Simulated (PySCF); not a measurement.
Carbon disulfide, CS₂, SMILES S=C=S, point group D∞h.

Level: B3LYP/pcSseg-2 in PySCF (density fitting, grid level 2); geometry and Hessian at that level, cubic constants and property derivatives from steps of ±0.6 along each species' dimensionless normal coordinates, second-order vibrational perturbation theory. The parent has the commonest isotopes.

Equilibrium geometry (Å):

```tsv
atom	x	y	z
S1	-1.5362	0.3195	-0.0244
C2	0.0153	0.2307	-0.0167
S3	1.5668	0.1418	-0.0090
```

**Question.** Give the equilibrium and ground-state rotational constants (MHz) of parent; ¹³C at 2; ³⁴S at 1; ³⁴S at 1, ³⁴S at 3; ³⁴S at 1, ¹³C at 2.

**Answer.** 
```json
{"species": "parent", "Be": "3272.5", "B0": "3265.1", "harmonic ZPE (cm⁻¹)": "1526"}
{"species": "¹³C at 2", "Be": "3272.5", "B0": "3265.2", "harmonic ZPE (cm⁻¹)": "1487"}
{"species": "³⁴S at 1", "Be": "3175.9", "B0": "3168.8", "harmonic ZPE (cm⁻¹)": "1518"}
{"species": "³⁴S at 1, ³⁴S at 3", "Be": "3080.2", "B0": "3073.3", "harmonic ZPE (cm⁻¹)": "1510"}
{"species": "³⁴S at 1, ¹³C at 2", "Be": "3175.9", "B0": "3168.8", "harmonic ZPE (cm⁻¹)": "1479"}
```

**Question.** And its quartic centrifugal distortion constants from the harmonic force field?

**Answer.** Linear top: D = 0.34 kHz.
